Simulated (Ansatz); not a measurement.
A run of Ansatz (development build ahead of 0.2.0) on doublet C2H5 at this shape:

```yaml
atoms:
  - { symbol: C, position_ang: [0.0355, -0.0153, -0.7069] }
  - { symbol: C, position_ang: [-0.0163, 0.0051, 0.7894] }
  - { symbol: H, position_ang: [0.9405, -0.0341, 1.3640] }
  - { symbol: H, position_ang: [-0.9763, 0.0036, 1.3795] }
  - { symbol: H, position_ang: [0.0082, 1.0112, -1.0730] }
  - { symbol: H, position_ang: [0.8502, -0.4669, -1.1516] }
  - { symbol: H, position_ang: [-0.9280, -0.4725, -1.0899] }
```

Its results:

```
Converged                       : yes
Total energy                    : -77.65212 hartree
Spin squared of the determinant : 0.768
```

Task: Which input gives this output? Name the method, the orbitals and the basis set, and write the input.

Result: UHF in STO-3G.

```yaml
crystal:
  periodic: [false, false, false]
  atoms:
    - { symbol: C, position_ang: [0.03545, -0.01529, -0.7069] }
    - { symbol: C, position_ang: [-0.01627, 0.00514, 0.78939] }
    - { symbol: H, position_ang: [0.94048, -0.03409, 1.36399] }
    - { symbol: H, position_ang: [-0.97632, 0.00358, 1.37948] }
    - { symbol: H, position_ang: [0.0082, 1.01124, -1.07301] }
    - { symbol: H, position_ang: [0.8502, -0.46687, -1.1516] }
    - { symbol: H, position_ang: [-0.92804, -0.47247, -1.08995] }
basis:
  gaussian: { orbitals: STO-3G }
magnetization:
  spin_polarized: true
  initial_magnetization: 1
hamiltonian:
  xc: hf
```
